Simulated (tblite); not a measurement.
Compound: C₆H₇ (doublet state).
SMILES: `C=C=[C]C(=C)C`

Computed with GFN2-xTB (tblite): harmonic, unscaled wavenumbers at the GFN2-xTB geometry, gas phase. Against measured fundamentals such values can be off by several per cent, at times by over 20. Open shells enter through the occupations alone, without spin polarisation, and single modes of such species can be off by tens of per cent.

Harmonic wavenumbers (cm⁻¹): 87.7, 108.0, 146.4, 261.5, 265.3, 362.9, 374.4, 480.7, 488.0, 631.9, 715.1, 731.6, 827.8, 943.4, 963.0, 1008.8, 1033.9, 1172.8, 1355.5, 1381.5, 1402.2, 1474.4, 1481.8, 1486.8, 1572.3, 2136.7, 3010.5, 3022.6, 3045.3, 3093.6, 3110.5, 3113.9, 3142.1.

A = 9133, B = 1904, C = 1591 MHz; mass 79.055 u (most abundant isotopes); point group Cs, symmetry number 1; spin multiplicity 2.

Task: Zero-point energy?

Result: Half the sum of the wavenumbers: 22216 cm⁻¹ = 265.77 kJ/mol.

Task: Entropy at 200 K, 1 bar (ideal gas, RRHO, classical rotation)?

Result: Translation 155.06, rotation 107.38, vibration 47.84, spin (R ln 2) 5.76: S = 316.0 J/(mol K).

Task: And Cp and H(200 K) − H(0)?

Result: Cp = 92.24 J/(mol K), of which vibrations give 58.98 (their classical limit is 33 R = 274.4); H(200 K) − H(0) = 12.28 kJ/mol without the zero-point energy, 5.63 from vibrations.

Task: Blend soft modes into free rotors: weight 1/[1 + (100 cm⁻¹/ν̃)⁴] for the oscillator and the rest for a rotor with moment μB/(μ + B), μ = h/(8π²ν), B = 10⁻⁴⁴ kg m². What vibrational entropy results?

Result: 46.86 J/(mol K) in place of 47.84, which changes −T·S at 200 K by +0.20 kJ/mol.

Task: Which modes carry the vibrational entropy at 200 K?

Result: 87.7 cm⁻¹: 12.28; 108.0 cm⁻¹: 10.62; 146.4 cm⁻¹: 8.26; 261.5 cm⁻¹: 4.19; 265.3 cm⁻¹: 4.10; 362.9 cm⁻¹: 2.36 J/(mol K); the other 27 give 6.04 together.

Hindered rotation and anharmonicity are outside this model.

On one thread of an Arm Neoverse V1 (shared host), this took 0.26 s wall. This covers the Hessian and the dipole derivatives.
